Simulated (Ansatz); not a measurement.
Two isomers of C4H4F2: A = `C=C(F)C(=C)F`, B = `C=C/C(F)=C\F`.

Isolated molecules relaxed with PBE0-D4/def2-TZVP in Ansatz; ΔE leaves out vibrations. CBS: MP2 limit from def2 TZ/QZ plus the TZ coupled-cluster correction, frozen cores. Functionals use def2-TZVPP. Each species was taken in one conformer, which may not be the lowest.

(1) Which is lower in electronic energy at CCSD(T)/CBS, and by how much? (Estimate.)

(2) Give E(B) − E(A) in kJ/mol with CCSD(T)/def2-SVP, CCSD(T)/def2-TZVPP, BLYP-D4, PBE0-D4, LDA (SPW92), r2SCAN-D4, PBE-D4. (Best estimate.)

(3) Does the order hold for the free energy at 298.15 K (harmonic terms from PBE0-D4)? (An estimate is asked.)

Largest T1 diagnostic: 0.012.

Results:

(1) Computed: A, by 22.8 kJ/mol.

(2) Computed: CCSD(T)/def2-SVP 20.1, CCSD(T)/def2-TZVPP 22.8, BLYP-D4 20.5, PBE0-D4 22.7, LDA (SPW92) 25.0, r2SCAN-D4 25.1, PBE-D4 21.2. None reverses the order clearly.

(3) Ansatz gave: Yes: G(B) − G(A) = +21.9 kJ/mol, for one conformer each.

From BLYP to BHLYP (50 % exact exchange), in def2-TZVPP and without D4, E(B) − E(A) moves by +3.6 kJ/mol. Leaving LDA and LC-ωPBE aside and taking each functional with its dispersion term where it has one, the values, not all of them listed here, spread over 5.0 kJ/mol, from BLYP-D4 to B97M-V. LDA lies +4.1 kJ/mol from PBE without D4.
